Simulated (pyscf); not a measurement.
Single points on ωB97X-D3(BJ)/def2-SVP structures (PySCF, gas phase).

Problem. Estimate by transition-state theory (the high-pressure limit) the rate constant of O=Os(=O)(=O)(OH)–OH (SMILES [O]=[Os](=[O])(=[O])([OH])[OH]) -> O=Os(=O)(=O)=O (SMILES [O]=[Os](=[O])(=[O])=[O]) + H₂O (SMILES O) (singlet surface; O–Os, H–O broken, H–O formed) at 900 K, with ωB97M-D3(BJ)/def2-TZVP energies (ideal gas, 1 atm, RRHO with modes under 100 cm⁻¹ raised to 100, one conformer, R ln 2 for chiral ones without a mode under 150 cm⁻¹; no tunnelling).

Solution. The electronic barrier is 11.4 kcal/mol and the thermal terms add -1.4, so ΔG‡ = 10.0 kcal/mol. With k_BT/h = 1.88e+13 s⁻¹ and RT = 1.788 kcal/mol, k = 7.1e+10 s⁻¹, a half-life of 9.8e-12 s through this channel alone. Wigner's tunnelling factor for 1169i cm⁻¹ would be 1.15. A shift of 1 kcal/mol in the barrier changes k by a factor 1.7. On the product side the descent ends in a complex (not fully relaxed), 6.1 kcal/mol under the separated species and 33.3 kcal/mol under the saddle at ωB97X-D3(BJ)/def2-TZVP. This is the saddle that the search found; another between the same sides may lie lower. Elements past Kr carry the def2 core potentials, without spin-orbit coupling.
